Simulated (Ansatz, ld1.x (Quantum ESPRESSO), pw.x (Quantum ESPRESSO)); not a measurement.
Equation-of-state test of one RRKJ potential (Sc (Z = 21))

| Item | Value |
| --- | --- |
| Element | scandium (Sc) |
| Generator | ld1.x (Quantum ESPRESSO) 7.5 |
| Type | norm-conserving RRKJ (Kleinman–Bylander form) |
| Functional | PBEsol |
| Relativity | scalar-relativistic |
| Frozen core | [Ar] |
| Valence charge | 3 |
| Reference configuration | 3d1 4s2 4p0 |
| Partial waves | 4p (bound, empty): rc 2.80 bohr; 3d (bound): rc 2.25 bohr; 4f channel at 0.05 Ry: rc 3.25 bohr; 4s (bound): rc 2.85 bohr |
| Local potential | the s channel |
| Core correction | a·sin(br)/r model core, default radius (core density twice the valence density) |
| rho0 | 0.005 |

Atomic tests: cutoffs needed: 30 Ry and 35 Ry (the cutoffs (Ry, on a coarse ladder) from which the occupation-weighted sum of valence levels, in a spherical-Bessel basis at the reference potential, stays within 10 and 1 mRy of its value at 400 Ry); ghost test: no extra level below or beside the all-electron valence levels (p, d, f, s tested) (spherical-Bessel basis up to 400 Ry, 20 bohr box); largest excitation error: -76 meV (all-electron minus pseudo) for 3d2 4s1 4p0, out of 7 test configurations.

Crystal test: bcc Sc in pw.x 7.5, no spin, 13³ k-points, Fermi–Dirac smearing 0.01 Ry, cutoffs 50/200 Ry. The reference is all-electron LAPW (Ansatz 0.2.0) with the same functional, mesh and smearing; V0 and B0 come from Birch–Murnaghan fits to the pressures at five volumes. Errors are pseudo minus all-electron; Δ is the rms difference of the E(V) curves that follow from these fits, minima aligned, over ±6 % about the mean V0. Mesh and smearing are coarse, so the numbers serve the comparison and aren't converged zero-temperature values; the lattice is a test structure that the element need not adopt.

All-electron: a0 = 3.635 Å (V0 = 24.01 Å³/atom), B0 = 54.6 GPa.

**Question.** How far does the potential miss the all-electron equation of state?

**Answer.** mean pressure error (GPa): +2.74; a0 (Å): 3.689; a0 error (%): +1.50; B0 error (%): +3.1; Δ (meV/atom): 13.4. The largest radius (3.25 bohr) exceeds half the bond length (2.97 bohr), so the spheres overlap, which is one possible source of error among others. This is a poor potential for the solid.

```csv
V (Å³/atom),P all-electron (GPa),P pseudo (GPa)
22.786,3.09,6.40
23.385,1.49,4.48
23.985,0.05,2.76
24.585,-1.25,1.21
25.184,-2.42,-0.19
```

**Question.** At the middle volume, how do free energy and pressure move when the wave cutoff is lowered (ecutrho kept at four times it)?

**Answer.**

```tsv
cutoff (Ry)	shift of F (meV/atom)	shift of P (GPa)
22	+1022.8	-24.61
30	+49.8	-3.04
40	+2.3	+0.03
```

The run at the middle volume (84 k-points, 7 iterations) took about 8.8 s on one core of a shared host (Neoverse-V1, 32 threads, 247 GiB, load 18).
